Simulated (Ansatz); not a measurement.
# How methods differ on SiNH3F− (SMILES N[SiH-]F)

SiNH3F− has 6 atoms, charge -1, and is taken as a singlet. SMILES: `N[SiH-]F`. The coordinates come from a GFN2-xTB relaxation. This is one conformer, not always the lowest.

Each level gives the vertical detachment energy (to the doublet neutral) (eV). The values are calculated.

```csv
level,kind,program,value (eV),less FCI/STO-3G,CPU time (all runs)
BHLYP/STO-3G,global hybrid,Ansatz,-2.94,+1.05,4 s
HSE06/STO-3G,range-separated hybrid,Ansatz,-3.19,+0.80,4.8 s
wB97X/STO-3G,range-separated hybrid,Ansatz,-3.06,+0.93,19 s
B2PLYP/STO-3G,double hybrid,Ansatz,-3.35,+0.64,5 s
MP2/STO-3G,perturbation theory,Ansatz,-3.80,+0.19,0.32 s
BCCD(T)/STO-3G,coupled cluster or CI,Ansatz,-3.97,+0.02,0.78 s
CCSD(T)/STO-3G,coupled cluster or CI,Ansatz,-3.97,+0.02,0.62 s
FCI/STO-3G,exact in the basis,Ansatz,-3.99,0.00,4.5 min
```

FCI/STO-3G is exact within its basis and frozen core, so for wave-function methods in that basis the difference is their error; functionals converge differently with the basis, so for them it is only a difference. Sets without diffuse functions describe the anion poorly. The values span -3.99 to -2.94 eV. All rows use very small basis sets, so even the best lies far from the true value. Times are those of the runs behind each value, whatever else they computed, on shared processors of several kinds: orders of magnitude only.
